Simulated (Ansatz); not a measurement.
`C/C(Cl)=C/CF`, charge 0, multiplicity 1.

(1) Give a relaxed structure at PBE0-D4/def2-TZVP (the Gaussian-basis code of Ansatz). (Best estimate.)

## Answers

(1) The calculation gave: 
```xyz
12

C     0.2129    0.9823    1.6893
C    -0.1828    0.0092    0.6382
Cl   -1.2406   -1.2435    1.2188
C     0.1943    0.0527   -0.6333
C    -0.1868   -0.8895   -1.7131
F     0.9439   -1.2566   -2.4284
H    -0.6648    1.4865    2.1014
H     0.7113    0.4694    2.5158
H     0.8899    1.7310    1.2763
H     0.8487    0.8689   -0.9263
H    -0.8753   -0.4166   -2.4227
H    -0.6508   -1.7939   -1.3162
```
This is one stationary point; other conformers may exist.
